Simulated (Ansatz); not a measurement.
# How far each method lies from UCCSDT(Q) for PH⁻, quartet

Geometry: a PBE0/def2-TZVPD stationary point for this spin. The doublet lies 1.6 eV lower here.

```yaml
atoms:
  - { symbol: P, position_ang: [0.0000, 0.0000, 0.0000] }
  - { symbol: H, position_ang: [0.0000, 0.0000, 1.5586] }
```

Basis aug-cc-pVTZ; Ansatz 0.2.0. Correlated methods freeze the noble-gas cores, which leaves 7 electrons in 68 orbitals. R marks a restricted (for open shells ROHF) determinant, U an unrestricted one. Active spaces: valence = (7e, 5o) chosen from the atoms' valence shells. This anion state lies near or above the neutral species, so the extra electron is weakly bound or unbound and the energies hang on the diffuse functions.

Full CI isn't at hand for all of this; UCCSDT(Q) serves as the reference, and is uncertain by the last step of the cluster series or more. The frozen core follows each run's orbitals, which can shift R against U totals by a few meV.

```
UHF ⟨S²⟩                          : 3.777
T1 diagnostic (RCCSD)             : 0.0367
largest doubles amplitude (RCCSD) : 0.048
T1 diagnostic (UCCSD)             : 0.0356
```

```
   level  E − E(RHF) (eV)
     UHF          -0.1932
    RMP2          -3.3735
    UMP2          -3.3275
   RCCSD          -4.0074
   UCCSD          -4.0148
RCCSD(T)          -4.1761
UCCSD(T)          -4.1766
```

Problem. Estimate how far UCCSDT(Q) in aug-cc-pVTZ lies from RCCSD(T). The table doesn't fix it; the size of (T) and the diagnostics are the guide.

Solution. UCCSDT(Q) in aug-cc-pVTZ lies 3.6 kJ/mol below RCCSD(T), which is 22 % of the (T) step (-16.3 kJ/mol). T1 is raised, but (T) still catches most of what CCSD lacks.

The other levels:

```tsv
level	E − E(UCCSDT(Q)) (kJ/mol)	share of correlation (%)	wall time
BCCD(T)	3.6	99.12	5 s
RCCSDT	0.8	99.80	–
UCCSDT	0.6	99.85	–
RCCSDT(Q)	0.2	99.96	55 s
CASSCF (valence space)	406.5	0.00	–
NEVPT2 (valence space)	114.0	71.96	1.8 s
MRCISD (valence space)	37.8	90.70	–
MRCISD+Q (valence space)	4.4	98.92	2.4 s
```

The correlation energy at UCCSDT(Q), counted from RHF, is -4.214 eV. That run took 53 s on 1 thread of Arm Neoverse V2, shared host.

Times hold each run's SCF and search for its determinant on a shared host, so for small cases they say little of a method's own cost; they ran on 1 thread of Arm Neoverse V2. Some runs computed forces too.

Natural occupations of CASSCF (valence space) about the gap: 2.000 2.000 1.000 1.000 1.000; effectively unpaired electrons, Σ n²(2−n)², 3.00.
